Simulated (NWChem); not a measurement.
The numbers come from NWChem runs, not from measurements. System: oxygen (O$_{2}$), charge 0, spin multiplicity 3, at a geometry optimised with UB3LYP/def2-SVP. Its SCF solution wasn't tested for a lower state. Level: UCAM-B3LYP/def2-TZVP.

NWChem printed:

```
             Northwest Computational Chemistry Package (NWChem) 7.3.0
             --------------------------------------------------------

                                NWChem Input Module
                                -------------------

 Scaling coordinates for geometry "geometry" by  1.889725989
 (inverse scale =  0.529177249)

 Turning off AUTOSYM since
 SYMMETRY directive was detected!

                             Geometry "geometry" -> ""
                             -------------------------

 Output coordinates in angstroms (scale by  1.889725989 to convert to a.u.)

  No.       Tag          Charge          X              Y              Z
 ---- ---------------- ---------- -------------- -------------- --------------
    1 O                    8.0000     0.00000000     0.00000000     0.59997600
    2 O                    8.0000     0.00000000     0.00000000    -0.59997600

 Effective nuclear repulsion energy (a.u.)      28.2239155699

            Nuclear Dipole moment (a.u.)
            ----------------------------
        X                 Y               Z
 ---------------- ---------------- ----------------
     0.0000000000     0.0000000000     0.0000000000

      Symmetry information
      --------------------

 Group name             D2h
 Group number             26
 Group order               8
 No. of unique centers     1

      Symmetry unique atoms

     1


 Summary of "ao basis" -> "" (spherical)
 ------------------------------------------------------------------------------
       Tag                 Description            Shells   Functions and Types
 ---------------- ------------------------------  ------  ---------------------
 *                         def2-tzvp                  on all atoms

                                 NWChem DFT Module
                                 -----------------

 Summary of "ao basis" -> "ao basis" (spherical)
 ------------------------------------------------------------------------------
       Tag                 Description            Shells   Functions and Types
 ---------------- ------------------------------  ------  ---------------------
 O                         def2-tzvp                11       31   5s3p2d1f

 Summary of "ao basis" -> "ao basis" (spherical)
 ------------------------------------------------------------------------------
       Tag                 Description            Shells   Functions and Types
 ---------------- ------------------------------  ------  ---------------------
[...]
   Bfn.  Coefficient  Atom+Function         Bfn.  Coefficient  Atom+Function
  ----- ------------  ---------------      ----- ------------  ---------------
    12      0.381200  1 O  px                43     -0.381200  2 O  px
     6      0.372355  1 O  px                37     -0.372355  2 O  px
     9      0.305262  1 O  px                40     -0.305262  2 O  px

 Vector    9  Occ=0.000000D+00  E=-5.857188D-02  Symmetry=b3g
              MO Center=  4.2D-32,  6.8D-32,  1.4D-16, r^2= 1.1D+00
   Bfn.  Coefficient  Atom+Function         Bfn.  Coefficient  Atom+Function
  ----- ------------  ---------------      ----- ------------  ---------------
    13      0.381200  1 O  py                44     -0.381200  2 O  py
     7      0.372355  1 O  py                38     -0.372355  2 O  py
    10      0.305262  1 O  py                41     -0.305262  2 O  py

 Vector   10  Occ=0.000000D+00  E= 2.538380D-01  Symmetry=b1u
              MO Center=  1.3D-33,  1.9D-33,  4.8D-16, r^2= 2.8D+00
   Bfn.  Coefficient  Atom+Function         Bfn.  Coefficient  Atom+Function
  ----- ------------  ---------------      ----- ------------  ---------------
     5      2.152562  1 O  s                 36     -2.152562  2 O  s
    14     -1.662449  1 O  pz                45     -1.662449  2 O  pz
     4      0.314018  1 O  s                 35     -0.314018  2 O  s
     8     -0.240380  1 O  pz                39     -0.240380  2 O  pz
    11     -0.209376  1 O  pz                42     -0.209376  2 O  pz

   alpha - beta orbital overlaps
   -----------------------------

   alpha      1      2      3      4      5      6      7      8      9     10
    beta      1      2      3      4      7      6      5      8      9     10
 overlap   1.000  1.000  0.999  0.999  0.998  0.998  0.999  0.995  0.995  0.995

   alpha     11     12     13     14     15     16     17     18     19     20
    beta     11     13     12     15     14     16     17     18     19     20
 overlap   0.999  0.999  0.999  0.996  0.999  0.995  0.995  1.000  1.000  1.000

   alpha     21     22     23     24     25     26     27     28     29     30
    beta     22     21     23     24     25     27     28     26     30     29
 overlap   1.000  1.000  1.000  1.000  1.000  1.000  1.000  1.000  1.000  1.000

   alpha     31     32     33     34     35     36     37     38     39     40
    beta     31     34     33     32     35     36     37     38     40     39
 overlap   1.000  1.000  1.000  1.000  1.000  1.000  1.000  1.000  1.000  1.000

   alpha     41     42     43     44     45     46     47     48     49     50
    beta     41     42     43     45     44     47     46     48     49     51
 overlap   1.000  1.000  1.000  1.000  1.000  0.999  0.999  1.000  1.000  0.999

   alpha     51     52     53     54     55     56     57     58     59     60
    beta     50     53     52     54     56     55     57     58     59     60
 overlap   0.999  1.000  1.000  1.000  1.000  1.000  1.000  1.000  1.000  1.000

   alpha     61     62
    beta     61     62
 overlap   1.000  1.000

     --------------------------
     Expectation value of S2:
     --------------------------
      <S2> =      2.0093 (Exact =     2.0000)

 center of mass
 --------------
 x =   0.00000000 y =   0.00000000 z =   0.00000000

 moments of inertia (a.u.)
 ------------------
          41.122283656677           0.000000000000           0.000000000000
           0.000000000000          41.122283656677           0.000000000000
           0.000000000000           0.000000000000           0.000000000000

     Multipole analysis of the density
     ---------------------------------

     L   x y z        total         alpha         beta         nuclear
     -   - - -        -----         -----         ----         -------
     0   0 0 0     -0.000000     -9.000000     -7.000000     16.000000

     1   1 0 0      0.000000      0.000000     -0.000000      0.000000
     1   0 1 0      0.000000      0.000000     -0.000000      0.000000
     1   0 0 1     -0.000000     -0.000000     -0.000000      0.000000

     2   2 0 0     -7.463416     -4.306514     -3.156902      0.000000
     2   1 1 0     -0.000000     -0.000000     -0.000000      0.000000
     2   1 0 1      0.000000      0.000000      0.000000      0.000000
     2   0 2 0     -7.463416     -4.306514     -3.156902      0.000000
     2   0 1 1      0.000000      0.000000      0.000000      0.000000
     2   0 0 2     -7.878872    -16.127211    -12.319346     20.567685

 Task  times  cpu:        7.2s     wall:        7.2s

 Total times  cpu:        7.3s     wall:        7.3s
```

Q: Write an NWChem input that would produce this output.

A: One answer among several that fit: 
```
start mol
memory heap 200 mb stack 800 mb global 1000 mb
geometry units angstroms nocenter noautoz
  O      0.000000     0.000000     0.599976
  O      0.000000     0.000000    -0.599976
  symmetry group D2h
end
basis spherical
  * library def2-tzvp
end
dft
  xc xcamb88 1.00 lyp 0.81 vwn_5 0.19 hfexch 1.00
  cam 0.33 cam_alpha 0.19 cam_beta 0.46
  odft
  mult 3
  direct
  iterations 100
end
task dft energy
```
